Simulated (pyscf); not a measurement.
## Concerted two-bond exchange: H₃C–C≡N (SMILES CC#N) + H₂ (SMILES [H][H]) -> H₂C=C=NH (SMILES C=C=N) + H₂ (SMILES [H][H])

Gas phase, singlet surface, charge 0. Bonds broken: C1–H4, H7–H8. Bonds formed: N3–H7, H4–H8. Single points on ωB97X-D3(BJ)/def2-SVP structures (PySCF, gas phase).

Transition state (Å):

```xyz
8

C     -1.3855     0.6653     0.0106
C     -0.7129    -0.4566     0.4419
N      0.0036    -1.3714     0.1677
H     -0.7704     0.2987    -1.3184
H     -2.4765     0.6003    -0.0789
H     -0.9945     1.6421     0.3195
H      0.1025    -1.0492    -1.0413
H     -0.1920    -0.3314    -1.8222
```

One imaginary mode, 1848i cm⁻¹; descent along it reached the two sides named.

| bond | change | reactant side (Å) | saddle | product side |
|---|---|---|---|---|
| C1–H4 | breaks | 1.100 | 1.510 | 3.2 |
| H7–H8 | breaks | 0.761 | 1.101 | 2.7 |
| N3–H7 | forms | 3.0 | 1.255 | 1.025 |
| H4–H8 | forms | 3.0 | 0.993 | 0.761 |

Electronic energies relative to the separated reactants (kJ/mol):

```json
[
 {"level": "ωB97X-D3(BJ)/def2-TZVP", "barrier": "264.1", "reaction energy": "+111.9", "reverse barrier": "152.3"},
 {"level": "PBE/def2-TZVP", "barrier": "209.4", "reaction energy": "+87.5", "reverse barrier": "121.9"},
 {"level": "r²SCAN/def2-TZVP", "barrier": "222.3", "reaction energy": "+92.5", "reverse barrier": "129.8"},
 {"level": "B3LYP-D3(BJ)/def2-TZVP", "barrier": "244.0", "reaction energy": "+98.8", "reverse barrier": "145.3"},
 {"level": "PBE0-D3(BJ)/def2-TZVP", "barrier": "230.4", "reaction energy": "+96.9", "reverse barrier": "133.5"},
 {"level": "M06-2X/def2-TZVP", "barrier": "266.9", "reaction energy": "+108.0", "reverse barrier": "158.9"},
 {"level": "ωB97M-D3(BJ)/def2-TZVP", "barrier": "256.5", "reaction energy": "+108.6", "reverse barrier": "147.9"},
 {"level": "HF/def2-TZVP", "barrier": "366.5", "reaction energy": "+129.8", "reverse barrier": "236.7"}
]
```

With ωB97M-D3(BJ)/def2-TZVP energies and thermal terms (ideal gas, 1 atm, RRHO with modes under 100 cm⁻¹ raised to 100, one conformer, R ln 2 for chiral ones without a mode under 150 cm⁻¹), in kJ/mol:

```tsv
T (K)	ΔH‡	ΔG‡	ΔH	ΔG
298	251.1	286.1	+104.6	+102.3
600	246.5	323.8	+106.0	+99.6
900	246.4	362.7	+107.1	+96.1
1200	248.1	401.2	+107.8	+92.3
```

One saddle was located; it need not be the lowest between these sides.
